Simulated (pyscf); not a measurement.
Structures and frequencies: ωB97X-D3(BJ)/def2-SVP in PySCF. Correlated levels are frozen-core, on RHF or UHF. ΔMP2 is the change of the MP2 total energy from the triple- to the quadruple-zeta basis.

Estimate the classical barrier height and the reaction energy of `[NH2][SiH2][Cl]` + `[OH2]` → `[NH2][SiH2][OH]` + `[ClH]` at CCSD(T)/def2-TZVPP + ΔMP2(QZVPP). The step runs on the singlet surface, breaks Cl–Si, H–O and forms O–Si, Cl–H; take the separated reactants as zero.

ΔE‡ = 66.9 kJ/mol, ΔE = +5.1 kJ/mol. Zero-point energy shifts the barrier by +9.0 kJ/mol. It is a four-centre exchange, with an imaginary mode of 164i cm⁻¹. On the product side the descent ends in a complex, 26.4 kJ/mol under the separated species and 74.1 kJ/mol under the saddle at ωB97X-D3(BJ)/def2-TZVP. One saddle was located; it need not be the lowest between these sides. The CCSD(T) − MP2 part came from Ansatz, without density fitting, on the same reference.
